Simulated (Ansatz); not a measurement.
Born–Oppenheimer molecular dynamics of CH₈AlN (11 atoms, charge 0, multiplicity 1). It starts at the highest image of a converged band. Of that band: The profile has 3 maxima (images 1, 4, 6) with wells between them (images 3, 5): this band takes more than one step, which may be the mechanism or a detour left from its start path. Neighbouring images differ by up to 1.6 eV, so the band resolves the path poorly. A vibrational analysis at the climbing image gives one clearly imaginary mode, 1379i cm⁻¹: a first-order saddle point.

Computed with RKS B3LYP-D4/def2-SVP in Ansatz 0.2.0.

```
ensemble                      : NVE (velocity Verlet)
time step                     : 0.5 fs
steps asked                   : 200
starting velocities drawn for : 300 K
seed                          : 5597
```

First frame:

```xyz
11
Properties=species:S:1:pos:R:3
Al -0.038 -0.453 0.015
C 0.013 -0.032 2.124
H -0.983 0.104 2.571
H 0.692 -0.462 2.878
H 0.427 0.967 1.883
N 1.505 0.083 -0.706
H 1.695 0.042 -1.703
H 2.382 0.184 -0.203
H -1.452 -0.151 -0.600
H -0.085 -2.089 0.663
H -0.029 -1.337 1.435
```

Task: How far do the bonds stretch over the last three quarters of this one trajectory? (Pairs bonded in most of those frames.)

Result: 
```csv
bond,mean (Å),spread (Å),shortest,longest
Al1–C2,1.953,0.056,1.86,2.04
Al1–N6,1.784,0.019,1.76,1.82
Al1–H9,1.597,0.022,1.56,1.63
C2–H3,1.104,0.021,1.07,1.14
C2–H4,1.108,0.020,1.08,1.14
C2–H5,1.107,0.027,1.06,1.15
N6–H7,1.019,0.021,0.98,1.06
N6–H8,1.023,0.029,0.97,1.07
H10–H11,0.770,0.055,0.69,0.85
```

Mean temperature of the second half: 1113 K. The conserved energy stayed within 0.42 meV per atom of its start (net change -0.053 meV per atom), so the integration is sound. The kinetic energy rose, since the run started high on the potential surface and went downhill. It ends in pieces (CH6AlN + H2), so much of that is their flight and rotation, not heat. A run of 0.1 ps of so small a system gives no equilibrium averages. The orbitals stay closed-shell, which can raise the energy where a bond breaks towards radicals; this wasn't checked here.

Run time: 3.1 min on 2 threads of Intel(R) Xeon(R) 6975P-C (Granite Rapids) (shared host), peak memory 0.18 GiB.
